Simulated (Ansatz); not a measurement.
## Ansatz (development build ahead of 0.2.0) run

```yaml
crystal:
  periodic: [false, false, false]
  atoms:
    - { symbol: Li, position_ang: [0.0, 0.0, -1.27423] }
    - { symbol: Si, position_ang: [0.0, 0.0, 1.27423] }
basis:
  gaussian: { orbitals: def2-SVP }
magnetization:
  spin_polarized: true
  initial_magnetization: 3
hamiltonian:
  xc: hf
correlation:
  method: ccsd_t
  frozen_orbitals: { Li: 0, Si: 5 }
scf:
  omitted_lower_state_checks: [stability, starts, atomic_configurations, cluster_reference, orbital_swaps, given_window_search, neighbouring_geometries, increment]
```

The input is written out in the form of the current development build from the run's settings.

Output:

| Quantity | Value |
| --- | --- |
| Converged | yes |
| Reference energy | -296.22294 hartree |
| Correlation energy | -0.07534 hartree |
| Total energy | -296.29828 hartree |
